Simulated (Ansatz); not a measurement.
C6H7N (`N#CC1=CCCC1`), relaxed with RKS PBE-D4/def2-SVP in the Gaussian-basis code of Ansatz from a rough embedded geometry. The force threshold is 0.03 eV/Å; the program also tests the step.

The species carries charge 0 and has multiplicity 1.

Start:

```xyz
14

N     1.156    1.874   -2.850
C     0.843    1.267   -1.928
C     0.443    0.528   -0.802
C     1.251   -0.040    0.093
C     0.497   -0.753    1.164
C    -0.988   -0.531    0.810
C    -1.012    0.297   -0.490
H     2.327   -0.010    0.076
H     0.751   -0.349    2.146
H     0.762   -1.813    1.175
H    -1.499    0.001    1.611
H    -1.498   -1.483    0.669
H    -1.533    1.249   -0.364
H    -1.499   -0.236   -1.310
```

Question: How much energy does the relaxation release, and in how many steps? (Estimate.)

Answer: Computed: 0.16 eV, in 14 steps, 3 of them rejected.

Question: Which bonds change most? (An estimate is asked.)

Answer: Ansatz gave: N1–C2 from 1.148 to 1.176 Å; C3–C4 from 1.333 to 1.359 Å; C4–H8 from 1.077 to 1.100 Å; C5–H10 from 1.093 to 1.116 Å.

Question: Give the relaxed structure. (An estimate is asked.)

Answer: The calculation gave: 
```xyz
14

N     1.159    2.050   -2.793
C     0.850    1.377   -1.880
C     0.435    0.567   -0.783
C     1.256    0.003    0.141
C     0.485   -0.837    1.122
C    -0.986   -0.419    0.877
C    -1.018    0.174   -0.552
H     2.351    0.110    0.146
H     0.814   -0.686    2.172
H     0.659   -1.917    0.905
H    -1.265    0.370    1.605
H    -1.701   -1.253    1.012
H    -1.713    1.032   -0.655
H    -1.327   -0.573   -1.317
```
